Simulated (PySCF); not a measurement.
## Bond curve of AlS

Set-up: PySCF, no relativity, basis sets Al aug-pcseg-1, S aug-pcseg-1. Energies in eV from Al + S in their ground configurations at the same level. State: ²Σ⁺ (doublet), unpaired electrons σ ↑.

All columns are PBE0. A positive dipole means Al(−)S(+).

```csv
R (Å),E (eV),μ (D),Mulliken charge on Al (basis-dependent),HOMO (eV),LUMO (eV),Mayer bond order,⟨S²⟩
1.759,-2.887,-3.24,0.37,-7.14,-3.90,2.02,0.75
1.841,-3.614,-3.50,0.43,-7.27,-4.06,1.93,0.75
1.922,-4.006,-3.73,0.49,-7.37,-4.21,1.85,0.76
1.984,-4.140,-3.90,0.53,-7.29,-4.31,1.79,0.76
2.045,-4.172,-4.05,0.57,-7.17,-4.40,1.73,0.76
2.106,-4.129,-4.19,0.60,-7.05,-4.48,1.67,0.76
2.188,-3.987,-4.36,0.64,-6.92,-4.57,1.57,0.76
2.290,-3.730,-4.55,0.66,-6.76,-4.65,1.44,0.76
2.413,-3.368,-4.79,0.68,-6.59,-4.68,1.26,0.77
2.577,-2.880,-5.18,0.69,-6.36,-4.62,1.04,0.77
```

A fit through these points gives, at Re = 2.037 Å, μ = -4.03 D and dμ/dR = -2.41 D/Å; the reduced mass is 14.63 u.

Question: How strong is the fundamental in the double-harmonic approximation, I = 42.26·(dμ/dR)²/μred km/mol?

Answer: I = 42.26·(-2.41)²/14.63 = 16.8 km/mol at PBE0.

The state is the lowest determinant that a PBE0 search found; another state may lie lower at other levels.
